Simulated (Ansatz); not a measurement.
Tantalum, bcc: convergence with cold smearing

Computed with Ansatz, r²SCAN, scalar-relativistic PAW, on the relaxed cell (a = 3.307 Å; spin not included). Errors count from a run at 500 eV on a Γ-centred 22×22×22 mesh with Fermi-Dirac smearing of 0.1 eV, extrapolated to zero width. Fixed here: cutoff 500 eV, mesh 13×13×13. The SCF starts from atomic densities corrected by a trained network.

```json
{"width (eV)": "0.01", "E(σ→0) error (meV/atom)": "-2.0", "F error (meV/atom)": "-2.0", "P (GPa)": "-0.06", "SCF iterations": "5"}
{"width (eV)": "0.03", "E(σ→0) error (meV/atom)": "-2.0", "F error (meV/atom)": "-2.1", "P (GPa)": "-0.05", "SCF iterations": "6"}
{"width (eV)": "0.1", "E(σ→0) error (meV/atom)": "-1.8", "F error (meV/atom)": "-1.4", "P (GPa)": "0.19", "SCF iterations": "6"}
{"width (eV)": "0.2", "E(σ→0) error (meV/atom)": "-1.3", "F error (meV/atom)": "0.1", "P (GPa)": "0.15", "SCF iterations": "6"}
{"width (eV)": "0.3", "E(σ→0) error (meV/atom)": "-0.3", "F error (meV/atom)": "2.9", "P (GPa)": "-0.07", "SCF iterations": "6"}
{"width (eV)": "0.6", "E(σ→0) error (meV/atom)": "4.8", "F error (meV/atom)": "12.2", "P (GPa)": "-0.63", "SCF iterations": "6"}
{"width (eV)": "1.0", "E(σ→0) error (meV/atom)": "16.3", "F error (meV/atom)": "32.6", "P (GPa)": "-1.00", "SCF iterations": "6"}
```
